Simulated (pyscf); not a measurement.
Single points on ωB97X-D3(BJ)/def2-SVP structures (PySCF, gas phase). Correlated levels are frozen-core, on RHF or UHF. ΔMP2 is the change of the MP2 total energy from the triple- to the quadruple-zeta basis.

Task: Estimate by transition-state theory the rate constant of SH• (SMILES [SH]) + SiH₄ (SMILES [SiH4]) → H₂S (SMILES S) + SiH₃• (SMILES [SiH3]) (doublet surface; H–Si broken, H–S formed) at 900 K, with CCSD(T)/def2-TZVPP + ΔMP2(QZVPP) energies (ideal gas, 1 atm, RRHO with modes under 100 cm⁻¹ raised to 100, one conformer, R ln 2 for rigid chiral ones; no tunnelling).

Result: The electronic barrier is 6.3 kcal/mol and the thermal terms add +14.5, so ΔG‡ = 20.8 kcal/mol. With k_BT/h = 1.88e+13 s⁻¹ and RT = 1.788 kcal/mol, and a volume of 1.23e-19 cm³ per molecule at 1 atm, k = 2.1e-11 cm³ molecule⁻¹ s⁻¹. Wigner's tunnelling factor for 1121i cm⁻¹ would be 1.13. A shift of 1 kcal/mol in the barrier changes k by a factor 1.7. One saddle was located; it need not be the lowest between these sides. The angle at the transferred H is 166°. The CCSD(T) − MP2 part came from Ansatz, without density fitting, on the same reference. Left out: orbital degeneracy and the spin-orbit lowering of SH.
